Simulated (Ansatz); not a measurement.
# Chromium, bcc: convergence with cold smearing

Computed with Ansatz, r²SCAN, scalar-relativistic PAW, on the relaxed cell (a = 2.830 Å; non-magnetic). Errors count from a run at 500 eV on a Γ-centred 25×25×25 mesh with Fermi-Dirac smearing of 0.05 eV, extrapolated to zero width. Fixed here: cutoff 500 eV, mesh 15×15×15.

| width (eV) | E(σ→0) error (meV/atom) | F error (meV/atom) | P (GPa) | SCF iterations |
| --- | --- | --- | --- | --- |
| 0.01 | 5.7 | 5.7 | -0.15 | 82 |
| 0.03 | 5.6 | 5.6 | -0.08 | 32 |
| 0.2 | 5.2 | 3.7 | -0.09 | 19 |
| 0.3 | 3.9 | 1.0 | -0.07 | 17 |
| 0.6 | -10.4 | -1.2 | -0.76 | 17 |
| 1.0 | -11.9 | 55.2 | -3.51 | 18 |

**Question.** What does the run at 0.1 give (width)?

**Answer.** E(σ→0) error (meV/atom): 5.6; F error (meV/atom): 5.3; P (GPa): -0.06; SCF iterations: 20.
